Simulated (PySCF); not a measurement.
Consider aminomethylium, `C=[NH2+]` ([CH4N]+). Numbering: `[CH2:1]=[NH2+:2]`

Level of theory: PBE0-D3(BJ)/ma-def2-TZVP single points in PySCF, grid level 2; every species was optimised with GFN2-xTB. The prefix ma- adds one diffuse s and one diffuse p function on all atoms but H. Thermal corrections: GFN2-xTB frequencies, unscaled, ideal gas at 298.15 K and 1 bar, quasi-RRHO entropy.

(1) What are the vertical and the adiabatic recombination energy for forming the radical?

(2) Where does the unpaired spin of the relaxed radical sit?

(3) What reduction potential follows in DMF (IEF-PCM), given that Fc+/Fc comes at 4.40 V absolute with this functional and basis?

Answers

(1) 5.85 eV vertical and 6.32 eV adiabatic, the latter with zero-point energy.

(2) C1 (imine carbon) 0.84, N2 (amine nitrogen) 0.21 (intrinsic atomic orbital populations).

(3) In the gas phase −ΔG of reduction is 6.366 eV, and solvation is -298.9 kJ/mol for the parent and -18.6 kJ/mol for the product, so the absolute potential is 3.46 V, or -0.94 V against Fc+/Fc. Fc+/Fc in DMF, 4.40 V, is PBE0-D3(BJ)/ma-def2-TZVP on PBE0-D3(BJ)/def2-SVP structures with GFN2-xTB thermal terms. Benchmark calculations put it near 5.0 V in acetonitrile and DMSO, so it is about 0.6 V low, and the value against it can read up to that much too high. The solvent is electrostatics only, on gas-phase structures; the absolute scale refers to an electron at rest in vacuum.
